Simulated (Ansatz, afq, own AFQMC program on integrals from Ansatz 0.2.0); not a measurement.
Integrals from Ansatz 0.2.0, then the random walk in our own AFQMC program (afq).

```yaml
crystal:
  periodic: [false, false, false]
  atoms:
    - {symbol: Si, position_ang: [0.000000, 0.000000, 0.562441]}
    - {symbol: B, position_ang: [0.000000, 0.000000, -1.359948]}
    - {symbol: H, position_ang: [0.000000, 1.218724, 1.409347]}
    - {symbol: H, position_ang: [0.000000, -1.218724, 1.409347]}
    - {symbol: H, position_ang: [0.000000, 1.037036, -1.952056]}
    - {symbol: H, position_ang: [0.000000, -1.037036, -1.952056]}
basis:
  gaussian: {orbitals: 6-31G}
magnetization: {spin_polarized: true, initial_magnetization: 1}
correlation: {method: ccsd_t, electrons: outside_noble_gas, hamiltonian_folder: ham}
```

```sh
$ ansatz run in.yaml --threads 1 --pin off --events-out ev --progress --plain --max-ram 1843MiB
```

Options of the walk:

```
--method phaseless --trial hf --walkers 160 --populations 1 --least-time 40 --time-step 0.005 --steps-per-block 20 --equilibration-blocks 112 --max-blocks 600 --target-error 0.0012000 --factor-cut 1e-05 --start spin_pure --seed 5361 --taylor-order 6
```

Times are imaginary, in 1/Eh. The walk had a cap of 531 s.

afq prints:

```
orbitals 24  electrons 6 5  factors 172 of 394
reference energy -315.81275201 Eh
CCSD correlation -0.12824710 Eh in 10 cycles, weight of the determinant in the CISD state 0.9127
energy of the start -315.812957 Eh
 block  time / (1/Eh)  mean weight  energy / Eh
     1     0.100  1.0005  -315.832543
     2     0.200  1.0007  -315.848215
     3     0.300  1.0006  -315.866280
     4     0.400  1.0005  -315.876858
     5     0.500  1.0002  -315.885655
     8     0.800  1.0002  -315.905270
    13     1.300  0.9994  -315.926285
    49     4.900  0.9994  -315.949220
    85     8.500  1.0001  -315.944387
   121    12.100  1.0000  -315.948916
   157    15.700  1.0008  -315.956605
   193    19.300  0.9997  -315.929860
   229    22.900  0.9998  -315.943966
   265    26.500  0.9998  -315.952290
   301    30.100  1.0020  -315.948631
   337    33.700  0.9997  -315.937923
   373    37.300  1.0015  -315.937411
   385    38.500  0.9990  -315.961364
   409    40.900  1.0003  -315.952006
   445    44.500  0.9997  -315.951490
   481    48.100  0.9995  -315.938954
   505    50.500  1.0001  -315.937316
blocks merged  error / Eh  count
     1  0.000363  400
     2  0.000484  200
     4  0.000638  100
     8  0.000774  50
    16  0.000764  25
    32  0.000661  12
energy -315.943530 +/- 0.000774 Eh
(rows thinned)
```

The run passed its tests (sampling time, drift between the halves within three errors, error under three times the target), which doesn't prove that it has relaxed.

Against this walk (error 21.1 meV) on the same determinant: CCSD(T) 1.8 meV higher (within the noise), CCSDT(Q) 19.4 meV lower (within the noise), a separate phaseless walk with a CISD trial and standard settings 22.2 ± 21.8 meV lower (within the noise). The error is statistical and leaves out the bias of the constraint.

Cautions: constraint bias not in the error.

The walk took 2.3 min on 1 thread of Arm Neoverse V1 (shared host). The log's last line is the phaseless energy.

CCSDT and higher add their correlation energy to the determinant of the CCSD(T) run, since their own runs factorise the integrals more tightly (a shift of under 2 meV). A walk keeps the symmetry of its determinant, which the program's search chose and which needn't be the lowest solution, so a lower state of the same spin and another symmetry isn't excluded.
